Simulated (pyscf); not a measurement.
Single points on ωB97X-D3(BJ)/def2-SVP structures (PySCF, gas phase).

**Question.** Estimate by transition-state theory (the high-pressure limit) the rate constant of `[NH2][AlH2]` → `[NH]=[AlH]` + `[H][H]` (singlet surface; H–N, Al–H broken, H–H formed) at 1200 K, with ωB97M-D3(BJ)/def2-TZVP energies (ideal gas, 1 atm, RRHO with modes under 100 cm⁻¹ raised to 100, one conformer, R ln 2 for chiral ones without a mode under 150 cm⁻¹; no tunnelling).

**Answer.** The electronic barrier is 74.8 kcal/mol and the thermal terms add -3.5, so ΔG‡ = 71.3 kcal/mol. With k_BT/h = 2.50e+13 s⁻¹ and RT = 2.385 kcal/mol, k = 2.5e+00 s⁻¹; so small a molecule is far into fall-off at 1 atm, where the true rate is lower. Wigner's tunnelling factor for 821i cm⁻¹ would be 1.04. A shift of 1 kcal/mol in the barrier changes k by a factor 1.5. At the saddle there is also a short Al–H contact that neither side keeps. HN=AlH lies 44.5 kcal/mol over its isomer H₂N–Al [singlet] (electronic energy, ωB97M-D3(BJ)/def2-TZVP). One saddle was located; it need not be the lowest between these sides.
